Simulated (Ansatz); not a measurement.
# H₂NOSi− (SMILES [NH-][SiH]=O): functionals against CCSD(T) at one geometry

One table from this session's results is given with a row withheld; the runs are named, their logs left out.

Method: single points in def2-TZVPPD; program: Ansatz 0.2.0, Gaussian basis.

Correlated methods freeze the cores. B3LYP uses VWN-RPA correlation.

### Starting geometry

SMILES `[NH-][SiH]=O`, 5 atoms, charge -1, spin multiplicity 1.

Atoms are counted from 1 here; the program's logs count them from 0.

Bond lengths: N1–Si2 1.658 Å, N1–H4 0.962 Å, Si2–O3 1.517 Å, Si2–H5 1.614 Å. Angles: Si2–N1–H4 112.8°, N1–Si2–O3 128.7°, N1–Si2–H5 119.0°, O3–Si2–H5 111.7°.

Geometry (Å):

```xyz
5
charge -1, multiplicity 1
N     1.0520   -0.7337   -0.0600
Si   -0.1409    0.4167   -0.1104
O    -0.0014    1.9226   -0.2318
H     0.7066   -1.6231    0.0663
H    -1.6595   -0.0178    0.2194
```

Set-up of the first run:

The input, run/in.yaml:

```yaml
crystal:
  periodic: [false, false, false]
  atoms:
    - {symbol: N, position_ang: [1.052000, -0.733700, -0.060000]}
    - {symbol: Si, position_ang: [-0.140900, 0.416700, -0.110400]}
    - {symbol: O, position_ang: [-0.001400, 1.922600, -0.231800]}
    - {symbol: H, position_ang: [0.706600, -1.623100, 0.066300]}
    - {symbol: H, position_ang: [-1.659500, -0.017800, 0.219400]}
basis:
  gaussian: {orbitals: "def2-TZVPPD.json"}
total_charge: -1
correlation: {method: ccsd_t}
output: {forces: true}
```

The basis file named in the input lies beside it (Basis Set Exchange, JSON).

The command line of these runs was not kept.

Among the steps run: CCSD(T)/def2-TZVPPD; PBE0-D4/def2-TZVPPD; wB97M-V/def2-TZVPPD; r2SCAN-D4/def2-TZVPPD; PBE-D4/def2-TZVPPD; BLYP-D4/def2-TZVPPD; B3LYP-D4/def2-TZVPPD.

One table of the session follows, with a row left open; its other results are not shown here.

```
   method  RMS force component (eV/Å)  angle to CCSD(T) forces (°)
  CCSD(T)                       1.368                    reference
  PBE0-D4                       1.304                          8.4
  wB97M-V                       1.320                          9.0
r2SCAN-D4                       1.331                          4.7
   PBE-D4                       1.481                          6.2
  BLYP-D4                           ?                            ?
 B3LYP-D4                       1.306                          5.5
```

Q: Estimate the row for BLYP-D4 from the others.

As computed: RMS force component (eV/Å): 1.467; angle to CCSD(T) forces (°): 6.5. In the column «RMS force component (eV/Å)» it lies between CCSD(T) (1.368) and PBE-D4 (1.481).
